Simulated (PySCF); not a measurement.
Rows and methods have been separated. Pair them.

CClF (singlet state).
SMILES: `F[C]Cl`

The closed-shell ground state was solved 3 times with PySCF (density fitting, gas phase), always in the aug-cc-pVTZ basis (142 functions), with these functionals: CAM-B3LYP, PBE0 and wB97X-D. Geometry: PBE0-D3(BJ)/def2-TZVP; no solvent, vibrations or thermal averaging.

| row | total energy (Eh) | HOMO (eV) | LUMO (eV) | dipole (D) |
| --- | --- | --- | --- | --- |
| P | -597.8263 | -8.15 | -2.97 | 0.80 |
| Q | -598.0734 | -10.07 | -1.03 | 0.80 |
| R | -598.0899 | -9.62 | -1.74 | 0.80 |

Task: Which functional belongs to which row?

Result: P = PBE0, Q = wB97X-D, R = CAM-B3LYP. By rising HOMO–LUMO gap: PBE0 (global hybrid, 25 % exact exchange) 5.18 eV; CAM-B3LYP (range-separated hybrid) 7.88 eV; wB97X-D (range-separated hybrid) 9.04 eV. Total energies of different functionals aren't bounds to one another; each is stationary for its own functional.

The pairwise dispersion term of wB97X-D wasn't added to the energies; at a given geometry it leaves orbitals and properties as they are.
